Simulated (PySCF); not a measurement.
protonated nitrous oxide: 4 charge schemes on one density

Species: protonated nitrous oxide, HN2O (charge +1).
Z-matrix (Å and degrees, PBE0-D3(BJ)/def2-TZVP geometry), rows numbered from 1:
```
N 
N   1  1.1340
O   2  1.1244  1  172.01
H   1  1.0282  2  135.43  3   179.96
```

Density: PBE0/pcSseg-2 (PySCF); schemes: Mulliken, IAO, Hirshfeld and ESP-fitted. Geometry: PBE0-D3(BJ)/def2-TZVP; no solvent, vibrations or thermal averaging.

Question: At which atom do the 4 schemes differ most?

Answer: At N2: from +0.408 (Hirshfeld) to +0.648 e (IAO), 0.240 e apart.

Question: Do the Mulliken, IAO, Hirshfeld and ESP-fitted schemes agree on where the charge is lowest?

Answer: The schemes don't all agree: Mulliken O3 (+0.037); IAO N1 (-0.090); Hirshfeld N1 (+0.135); ESP-fitted N1 (-0.104).

Question: For which atoms does the sign change between the 4 schemes (beyond +0.03 e in one, beyond −0.03 e in another)?

Answer: N1. Atomic charges aren't observables, and each scheme defines them in its own way.

Question: What partial charge does each atom carry?

Answer: In e:

| atom | environment | Mulliken | IAO | Hirshfeld | ESP-fitted |
| --- | --- | --- | --- | --- | --- |
| N1 | nitrogen bonded to N and H | +0.103 | -0.090 | +0.135 | -0.104 |
| N2 | nitrogen bonded to N and O | +0.527 | +0.648 | +0.408 | +0.578 |
| O3 | oxygen bonded to N | +0.037 | +0.010 | +0.155 | +0.073 |
| H4 | N–H hydrogen | +0.333 | +0.431 | +0.301 | +0.453 |

Mean size of the charges over all atoms: ESP-fitted 0.302 e, IAO 0.295 e, Hirshfeld 0.250 e, Mulliken 0.250 e. Each set sums to the total charge, 1, to within 0.001 e. The Hirshfeld scheme divides the density at each point in proportion to the densities of the neutral, spherically averaged free atoms. The ESP scheme is a least-squares fit of atom-centred charges to the potential on four shells outside the van der Waals surface, with the total charge fixed.

Question: Sum the charges by element, for elements with more than one atom.

Answer: 
```tsv
element	atoms	Mulliken	IAO	Hirshfeld	ESP-fitted
N	2	+0.631	+0.559	+0.544	+0.474
```

Question: How many electrons does the Hirshfeld scheme count on N2?

Answer: Z − q = 7 − (+0.408) = 6.592.
